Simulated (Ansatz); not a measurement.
Structure relaxation of Rb₃H₂

These are results of Ansatz, DFT PBE, scalar-relativistic, plane waves, PAW, not measurements. Cutoff 420 eV, Γ-centred k mesh, Gaussian smearing, no spin polarisation in the final step.

Rb₃H₂ was placed on the anti-corundum structure type (R-3c, No. 167), with H in place of Al, Rb in place of O, at a guessed volume.

```yaml
crystal:
  lattice:
    - [3.52179, 2.03330, 6.41018]
    - [-3.52179, 2.03330, 6.41018]
    - [0.00000, -4.06661, 6.41018]
  atoms:
    - { symbol: Rb, position: [0.05625, 0.44375, 0.75000] }
    - { symbol: Rb, position: [0.75000, 0.05625, 0.44375] }
    - { symbol: Rb, position: [0.44375, 0.75000, 0.05625] }
    - { symbol: Rb, position: [0.94375, 0.55625, 0.25000] }
    - { symbol: Rb, position: [0.25000, 0.94375, 0.55625] }
    - { symbol: Rb, position: [0.55625, 0.25000, 0.94375] }
    - { symbol: H, position: [0.85218, 0.85218, 0.85218] }
    - { symbol: H, position: [0.64782, 0.64782, 0.64782] }
    - { symbol: H, position: [0.14782, 0.14782, 0.14782] }
    - { symbol: H, position: [0.35218, 0.35218, 0.35218] }
```

Cell and atoms relax at zero pressure; the relaxation can't lower the symmetry of the start.

Formation energies are uncorrected and refer to the elements' standard structures at the same level (H₂ as a molecule).

(1) Describe the relaxed structure.

(2) What are its volume, energy, density and gap?

Answers

(1) It keeps R-3c (No. 167). The result has the corundum structure. Conventional cell: a = 7.583 Å, c = 22.216 Å. Rb has 4 H at 3.03–3.19 Å; H has 6 Rb at 3.03–3.19 Å and 1 H at 3.69 Å.

```
Rb H
1.0
     3.79132    2.18892    7.40520
    -3.79132    2.18892    7.40520
     0.00000   -4.37784    7.40520
Rb H
6 4
Direct
  0.56634 0.93366 0.25000
  0.25000 0.56634 0.93366
  0.93366 0.25000 0.56634
  0.43366 0.06634 0.75000
  0.75000 0.43366 0.06634
  0.06634 0.75000 0.43366
  0.33304 0.33304 0.33304
  0.16696 0.16696 0.16696
  0.66696 0.66696 0.66696
  0.83304 0.83304 0.83304
```

(2) The volume per atom is 36.87 Å³. The density is 2.33 g/cm³ and the energy over the elements is 0.01 eV/atom. The gap on the 6×6×6 mesh is 0 eV (a metal).

The final run used a 6×6×6 mesh on its 10-atom cell and 0.10 eV smearing. For metals, differences of a few meV/atom aren't resolved. A structure relaxed within its symmetry needn't be a true minimum.

Cost: 3 runs of about 4.1 core-minutes in all, on Intel Xeon Platinum 8488C (Sapphire Rapids) (shared hosts).